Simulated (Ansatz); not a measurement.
Computed with Ansatz on PBE0-D4/def2-TZVP structures; ΔE is electronic, products minus reactants. CCSD(T)/CBS adds triple-zeta CCSD(T) − MP2 to the extrapolated MP2 energy (def2 sets, frozen cores). This one scheme is used for every species. Functionals use def2-TZVPP.

Consider the formal loss of a carbene: `CC(Cl)(Cl)Cl` → `Cl[C]Cl` + `CCl`.

```csv
species,B97M-V energy (Eh)
`CC(Cl)(Cl)Cl`,-1458.32886
`Cl[C]Cl`,-958.20204
`CCl`,-500.01753
```

(1) Work out ΔE.

(2) What do rigid-rotor, harmonic-oscillator terms from PBE0-D4/def2-TZVP frequencies (298.15 K, 1 bar) make of the CCSD(T)/CBS value? (Best estimate.)

Largest T1 diagnostic among the species: 0.020, so the coupled-cluster value is less sure than usual.

Answers

(1) ΔE = (-958.20204) + (-500.01753) − (-1458.32886) = 0.10929 Eh = +286.9 kJ/mol. CCSD(T)/CBS gives +302.3 kJ/mol.

(2) The calculation gave: ΔZPE = -14.2 kJ/mol, ΔH = +292.0 kJ/mol, ΔS = 180 J/(mol·K), ΔG = +238.4 kJ/mol.

At CCSD(T), def2-SVP lies +15.3 kJ/mol from the extrapolated value and def2-TZVPP −6.9 kJ/mol. From r2SCAN to r2SCAN0 (25 % exact exchange), in def2-TZVPP and without D4, ΔE moves by +12.9 kJ/mol.
